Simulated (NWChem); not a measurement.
All runs are NWChem calculations. System: CS, charge 0, spin multiplicity 1, at a geometry optimised with B3LYP/def2-SVP. The structure started from a generated list of species. Level: RHF/6-311G** (spherical d).

Job file:

```
start mol
memory heap 200 mb stack 900 mb global 1100 mb
geometry units angstroms nocenter noautoz
  C      0.000000     0.000000     1.119212
  S      0.000000     0.000000    -0.419705
  symmetry group C2v
end
basis spherical
  * library 6-311g**
end
scf
  rhf
  nopen 0
  maxiter 100
  thresh 1e-7
  semidirect memsize 60000000 filesize 0
end
task scf energy
```

Output (cleaned and shortened):

```
             Northwest Computational Chemistry Package (NWChem) 7.3.0
             --------------------------------------------------------

                                NWChem Input Module
                                -------------------

 Scaling coordinates for geometry "geometry" by  1.889725989
 (inverse scale =  0.529177249)

 Turning off AUTOSYM since
 SYMMETRY directive was detected!

                             Geometry "geometry" -> ""
                             -------------------------

 Output coordinates in angstroms (scale by  1.889725989 to convert to a.u.)

  No.       Tag          Charge          X              Y              Z
 ---- ---------------- ---------- -------------- -------------- --------------
    1 C                    6.0000     0.00000000     0.00000000     1.11921200
    2 S                   16.0000     0.00000000     0.00000000    -0.41970500

 Effective nuclear repulsion energy (a.u.)      33.0108874643

            Nuclear Dipole moment (a.u.)
            ----------------------------
        X                 Y               Z
 ---------------- ---------------- ----------------
     0.0000000000     0.0000000000    -0.0000151178

      Symmetry information
      --------------------

 Group name             C2v
 Group number             16
 Group order               4
 No. of unique centers     2

      Symmetry unique atoms

     1    2


 Summary of "ao basis" -> "" (spherical)
 ------------------------------------------------------------------------------
       Tag                 Description            Shells   Functions and Types
 ---------------- ------------------------------  ------  ---------------------
 *                          6-311g**                  on all atoms

 Summary of "ao basis" -> "ao basis" (spherical)
 ------------------------------------------------------------------------------
       Tag                 Description            Shells   Functions and Types
 ---------------- ------------------------------  ------  ---------------------
 C                          6-311g**                 8       18   4s3p1d
 S                          6-311g**                12       26   6s5p1d

                                 NWChem SCF Module
                                 -----------------

  ao basis        = "ao basis"
  functions       =    44
  atoms           =     2
  closed shells   =    11
  open shells     =     0
  charge          =   0.00
  wavefunction    = RHF
  use symmetry    = T
  symmetry adapt  = T

 Summary of "ao basis" -> "ao basis" (spherical)
 ------------------------------------------------------------------------------
       Tag                 Description            Shells   Functions and Types
 ---------------- ------------------------------  ------  ---------------------
 C                          6-311g**                 8       18   4s3p1d
 S                          6-311g**                12       26   6s5p1d

      Symmetry analysis of basis
      --------------------------

        a1         22
        a2          2
        b1         10
        b2         10

 Forming initial guess at       0.0s

      Superposition of Atomic Density Guess
      -------------------------------------

 Sum of atomic energies:        -435.14742448

      Non-variational initial energy
      ------------------------------

 Total energy =    -435.449842
 1-e energy   =    -665.198306
 2-e energy   =     196.737577
 HOMO         =      -0.304813
 LUMO         =      -0.032154
[...]
 Convergence threshold     :          1.000E-07
 Maximum no. of iterations :          100
 Final Fock-matrix accuracy:          1.000E-09
 ----------------------------------------------

              iter       energy          gnorm     gmax       time
             ----- ------------------- --------- --------- --------
                 1     -435.3181149303  4.18D-01  1.72D-01      0.1
                 2     -435.3313775550  1.63D-01  7.48D-02      0.1
                 3     -435.3351819063  7.43D-03  3.02D-03      0.2
                 4     -435.3351908944  3.12D-05  1.33D-05      0.2
                 5     -435.3351908945  1.61D-09  5.38D-10      0.2

       Final RHF  results
       ------------------

         Total SCF energy =   -435.335190894503
      One-electron energy =   -665.427215204869
      Two-electron energy =    197.081136846018
 Nuclear repulsion energy =     33.010887464347

        Time for solution =      0.1s

       Symmetry analysis of molecular orbitals - final
       -----------------------------------------------

  Numbering of irreducible representations:

     1 a1          2 a2          3 b1          4 b2

  Orbital symmetries:

     1 a1          2 a1          3 a1          4 a1          5 b1
     6 b2          7 a1          8 a1          9 a1         10 b2
    11 b1         12 b1         13 b2         14 a1         15 b2
    16 b1         17 a1         18 a1         19 a1         20 b1
    21 b2

             Final eigenvalues
             -----------------

              1
    1  -92.0024
    2  -11.3569
    3   -9.0093
    4   -6.6908
    5   -6.6887
    6   -6.6887
    7   -1.1051
    8   -0.6930
    9   -0.4719
   10   -0.4628
   11   -0.4628
   12    0.0628
   13    0.0628
   14    0.1668
   15    0.2722
   16    0.2722
   17    0.4527
   18    0.4936
   19    0.5981
   20    0.6496
   21    0.6496

                       ROHF Final Molecular Orbital Analysis
                       -------------------------------------

 Vector    9  Occ=2.000000D+00  E=-4.719117D-01  Symmetry=a1
              MO Center= -1.8D-16,  3.0D-16,  9.9D-01, r^2= 1.7D+00
   Bfn.  Coefficient  Atom+Function         Bfn.  Coefficient  Atom+Function
  ----- ------------  ---------------      ----- ------------  ---------------
    10      0.374681  1 C  s                  9      0.334673  1 C  pz
    36     -0.312658  2 S  pz                13      0.254282  1 C  pz
     6      0.240908  1 C  s                  5      0.215978  1 C  pz
    24      0.193754  2 S  s                 33     -0.173873  2 S  pz

 Vector   10  Occ=2.000000D+00  E=-4.628040D-01  Symmetry=b2
              MO Center=  2.5D-33,  3.8D-17,  2.5D-02, r^2= 1.6D+00
   Bfn.  Coefficient  Atom+Function         Bfn.  Coefficient  Atom+Function
  ----- ------------  ---------------      ----- ------------  ---------------
    35      0.517136  2 S  py                32      0.225810  2 S  py
     8      0.203049  1 C  py                38      0.184244  2 S  py
    12      0.166193  1 C  py                29     -0.166871  2 S  py

 Vector   11  Occ=2.000000D+00  E=-4.628040D-01  Symmetry=b1
              MO Center=  7.7D-18, -3.0D-33,  2.5D-02, r^2= 1.6D+00
   Bfn.  Coefficient  Atom+Function         Bfn.  Coefficient  Atom+Function
  ----- ------------  ---------------      ----- ------------  ---------------
    34      0.517136  2 S  px                31      0.225810  2 S  px
     7      0.203049  1 C  px                37      0.184244  2 S  px
    11      0.166193  1 C  px                28     -0.166871  2 S  px

 Vector   12  Occ=0.000000D+00  E= 6.277668D-02  Symmetry=b1
              MO Center=  4.7D-17, -7.5D-33,  4.8D-01, r^2= 2.7D+00
   Bfn.  Coefficient  Atom+Function         Bfn.  Coefficient  Atom+Function
  ----- ------------  ---------------      ----- ------------  ---------------
    11      0.705837  1 C  px                37     -0.497250  2 S  px
    34     -0.347467  2 S  px                 7      0.297274  1 C  px
     3      0.207095  1 C  px

 Vector   13  Occ=0.000000D+00  E= 6.277668D-02  Symmetry=b2
              MO Center=  1.8D-32, -6.9D-17,  4.8D-01, r^2= 2.7D+00
   Bfn.  Coefficient  Atom+Function         Bfn.  Coefficient  Atom+Function
  ----- ------------  ---------------      ----- ------------  ---------------
    12      0.705837  1 C  py                38     -0.497250  2 S  py
    35     -0.347467  2 S  py                 8      0.297274  1 C  py
     4      0.207095  1 C  py

 Vector   14  Occ=0.000000D+00  E= 1.667982D-01  Symmetry=a1
              MO Center=  2.2D-15, -6.5D-15, -1.2D+00, r^2= 4.8D+00
   Bfn.  Coefficient  Atom+Function         Bfn.  Coefficient  Atom+Function
  ----- ------------  ---------------      ----- ------------  ---------------
    10      1.630402  1 C  s                 39     -1.636936  2 S  pz
    24     -1.307773  2 S  s                 13     -0.574515  1 C  pz

 center of mass
 --------------
 x =   0.00000000 y =   0.00000000 z =   0.00050309

 moments of inertia (a.u.)
 ------------------
          73.790959332416           0.000000000000           0.000000000000
           0.000000000000          73.790959332416           0.000000000000
           0.000000000000           0.000000000000           0.000000000000

  Mulliken analysis of the total density
  --------------------------------------

    Atom       Charge   Shell Charges
 -----------   ------   -------------------------------------------------------
    1 C    6     6.12   1.11  0.89  0.42  0.96  1.09  0.85  0.73  0.06
    2 S   16    15.88   0.78  1.19  0.95  1.04  1.10  0.83  1.85  4.06  0.97  2.52  0.54  0.06

       Multipole analysis of the density wrt the origin
       ------------------------------------------------

     L   x y z        total         open         nuclear
     -   - - -        -----         ----         -------
     0   0 0 0     -0.000000      0.000000     22.000000

     1   1 0 0      0.000000      0.000000      0.000000
     1   0 1 0     -0.000000      0.000000      0.000000
     1   0 0 1     -0.580927      0.000000     -0.000015

     2   2 0 0    -13.873873      0.000000      0.000000
     2   1 1 0     -0.000000      0.000000      0.000000
     2   1 0 1      0.000000      0.000000      0.000000
     2   0 2 0    -13.873873      0.000000      0.000000
     2   0 1 1     -0.000000      0.000000      0.000000
     2   0 0 2    -15.504008      0.000000     36.904270

 Task  times  cpu:        0.2s     wall:        0.2s

 Total times  cpu:        0.2s     wall:        0.2s
```
